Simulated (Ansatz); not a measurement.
# H2O2 (triplet): wave-function methods side by side, cc-pVDZ

One table from this session's results is given with a row withheld; the runs are named, their logs left out.

Method: cc-pVDZ, core rule «outside noble gas», up to 2 orbitals frozen; program: Ansatz 0.2.0, Gaussian basis.

Plan: UHF; CCSD(T) on ROHF; CCSD(T) on UHF; BCCD(T) on ROHF; CISD; CCSDT(Q) on ROHF; CCSDT(Q) on UHF; CASSCF and MRCISD+Q, 14 electrons in 10 orbitals; CASSCF and NEVPT2, 14 electrons in 10 orbitals.

3 further runs of the same task are left out: 3 set aside as unsound or not needed.

## What is computed

The geometry is a PBE0/def2-TZVP stationary point (not a proven minimum) of the parent state, kept for this charge and spin.

4 atoms, charge 0, spin multiplicity 3.

Atoms are counted from 1 here; the program's logs count them from 0.

Bond lengths: O1–O2 1.437 Å, O1–H3 0.963 Å, O2–H4 0.963 Å. Angles: O2–O1–H3 99.3°, O1–O2–H4 99.3°.

The first run:

in.yaml

```yaml
crystal:
  periodic: [false, false, false]
  atoms:
    - {symbol: O, position_ang: [0.000000, -0.140858, 0.704556]}
    - {symbol: O, position_ang: [0.000000, 0.140858, -0.704556]}
    - {symbol: H, position_ang: [0.000000, 0.760781, 1.043581]}
    - {symbol: H, position_ang: [0.000000, -0.760781, -1.043581]}
basis:
  gaussian: {orbitals: cc-pVDZ}
magnetization: {spin_polarized: true, initial_magnetization: 2}
hamiltonian: {xc: hf}
output: {orbitals: {seedname: orbitals}}
```

The run is started by

```console
ansatz run in.yaml --threads 1 --pin off --events-out ev --progress --plain --max-ram 2816MiB --backend cpu
```

Steps of the session up to this table: UHF; CCSD(T) on ROHF; CCSD(T) on UHF; BCCD(T) on ROHF; CISD; CCSDT(Q) on ROHF; CCSDT(Q) on UHF; CASSCF and MRCISD+Q, 14 electrons in 10 orbitals; CASSCF and NEVPT2, 14 electrons in 10 orbitals.

One table of the session follows, with a row left open; its other results are not shown here.

```
          method  from RCCSDT(Q) (meV)
            ROHF              +11265.8
             UHF              +10806.9
            RMP2                +493.6
            UMP2                     ?
            CISD               +1320.8
           RCCSD                +333.6
           UCCSD                +310.1
        RCCSD(T)                 +58.9
        UCCSD(T)                 +57.7
         BCCD(T)                 +59.2
          RCCSDT                 +43.2
          UCCSDT                 +39.7
       RCCSDT(Q)                     0
       UCCSDT(Q)                  -0.4
  CASSCF valence               +8743.0
  NEVPT2 valence               +1231.8
  MRCISD valence                +710.9
MRCISD+Q valence                +136.3
```

Estimate the missing values for UMP2.

The run gave: from RCCSDT(Q) (meV): +803.9. In the column «from RCCSDT(Q) (meV)» it lies between MRCISD valence (+710.9) and NEVPT2 valence (+1231.8).

Caveats from the session: The report flags that the cluster equations may have other roots. The program flags RCCSD(T), UCCSD(T), BCCD(T), RCCSDT(Q), UCCSDT(Q) as in doubt, so the zero of the table is itself unsure. Warnings: coupled cluster took another determinant than the lowest. Restricted and unrestricted rows rest on different reference determinants; where their highest levels disagree by more than a few hundredths of an eV, they describe different states and don't form one ladder.
